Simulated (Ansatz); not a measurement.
**Na3HfZr: from a trial structure to a relaxed crystal**

All numbers below come from DFT PBE, scalar-relativistic, plane waves, PAW in Ansatz. Cutoff 420 eV, Γ-centred k mesh, Gaussian smearing, no spin polarisation in the final step.

Na3HfZr was placed on the cubic perovskite structure type (Pm-3m, No. 221), with Hf in place of Sr, Zr in place of Ti, Na in place of O, at a guessed volume.

```xyz
5
Lattice="4.5282 0.0000 0.0000 0.0000 4.5282 0.0000 0.0000 0.0000 4.5282" Properties=species:S:1:pos:R:3 pbc="T T T"
Na    0.0000    2.2641    2.2641
Na    2.2641    0.0000    2.2641
Na    2.2641    2.2641    0.0000
Zr    2.2641    2.2641    2.2641
Hf    0.0000    0.0000    0.0000
```

Cell and atoms relax at zero pressure; the relaxation can't lower the symmetry of the start. After a coarse first stage the cell is made exact in the group found at 0.06 Å.

Energies over the elements count from the elements' standard structures at the same level, with no empirical corrections.

(1) Which crystal results?

(2) What are its volume, energy, density and gap?

Results:

(1) It keeps Pm-3m (No. 221). The result still has the cubic perovskite structure. Conventional cell: a = 5.376 Å. Na has 2 Zr at 2.69 Å; Zr is coordinated by 6 Na at 2.69 Å; around Hf lie 12 Na at 3.80 Å.

```xyz
5
Lattice="5.3755 0.0000 0.0000 0.0000 5.3755 0.0000 0.0000 0.0000 5.3755" Properties=species:S:1:pos:R:3 pbc="T T T"
Na    0.0000    2.6878    2.6878
Na    2.6878    0.0000    2.6878
Na    2.6878    2.6878    0.0000
Zr    2.6878    2.6878    2.6878
Hf    0.0000    0.0000    0.0000
```

(2) The volume per atom is 31.07 Å³. The density is 3.62 g/cm³, the energy over the elements is 1.90 eV/atom and the gap on the 8×8×8 mesh is 0 eV (a metal).

The final run used a 8×8×8 mesh on its 5-atom cell and 0.10 eV smearing. The k mesh leaves about 4 meV/atom of noise in metals. Spin–orbit coupling is left out. Symmetry constrained the relaxation, so the result can be a saddle point.

Cost: 3 runs of about 0.92 core-minutes in all, on Arm Neoverse V2 (shared hosts).